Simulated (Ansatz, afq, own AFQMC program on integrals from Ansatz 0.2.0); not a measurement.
**Where AFQMC and coupled cluster stand for NH⁻, doublet**

```xyz
2

N     0.0000    0.0000    0.0000
H     0.0000    0.0000    1.0366
```

Basis 6-31++G**. Noble-gas cores (and the filled d shells of Ga–Kr and In–Xe) are frozen. Ansatz 0.2.0 and our own AFQMC program on the same integrals; the CISD trial comes from CCSD amplitudes, and released means the phaseless constraint is let go. Free AFQMC starts from the CCSD state and is never constrained. Its projection time is finite, and what remains of the start isn't in its error. ± is one standard error of the sampling.

Determinant: UHF, the one that the program's search chose, which needn't be the lowest solution. The geometry is a PBE0/def2-TZVPD stationary point of this or a neighbouring charge and spin state.

Full CI on the same integrals is exact in this basis and with this determinant's frozen core.

Cautions: at this level and basis the anion state lies above a neutral one; an unrestricted solution with more broken spin lies lower (270 meV, ⟨S²⟩ 1.77).

The T1 diagnostic is 0.0239, the weight of the determinant in the CISD state is 0.922 and the ⟨S²⟩ of the determinant is 0.780. The size of the correlated space is 7 electrons in 24 orbitals.

Reference: full CI, correlation energy -4.829 eV. The released energy is read at 2.40 1/Eh (meV from the phaseless value at times in 1/Eh: -16 ± 15 at 0.24, -12 ± 11 at 0.51, -5 ± 8 at 0.99, -20 ± 9 at 1.62, -8 ± 14 at 2.40).

```json
{"level": "HF", "E − E(reference) (meV)": "4828.6", "share of correlation (%)": "0.00"}
{"level": "MP2", "E − E(reference) (meV)": "556.7", "share of correlation (%)": "88.47"}
{"level": "CCSD", "E − E(reference) (meV)": "152.6", "share of correlation (%)": "96.84"}
{"level": "CCSD(T)", "E − E(reference) (meV)": "30.6", "share of correlation (%)": "99.37"}
{"level": "CCSDT", "E − E(reference) (meV)": "13.7", "share of correlation (%)": "99.72"}
{"level": "CCSDT(Q)", "E − E(reference) (meV)": "-1.0", "share of correlation (%)": "100.02"}
{"level": "ph-AFQMC/HF", "E − E(reference) (meV)": "-17.9 ± 56.5", "share of correlation (%)": "100.37"}
{"level": "ph-AFQMC/CISD", "E − E(reference) (meV)": "9.6 ± 12.9", "share of correlation (%)": "99.80"}
{"level": "released AFQMC", "E − E(reference) (meV)": "1.2 ± 13.8", "share of correlation (%)": "99.97"}
{"level": "free AFQMC", "E − E(reference) (meV)": "0.2 ± 12.9", "share of correlation (%)": "100.00"}
```

CCSDT and higher add their correlation energy to the determinant of the CCSD(T) run, since their own runs factorise the integrals more tightly (a shift of under 2 meV). Free projections are given only where their last times agree within the noise and don't stop above the reference; a slow remainder of the start can still hide under it. A walk keeps the symmetry of its determinant, which the program's search chose and which needn't be the lowest solution, so a lower state of the same spin and another symmetry isn't excluded. Released energies are given only where the last usable release times agree within the noise; a slower fall can still hide under it.
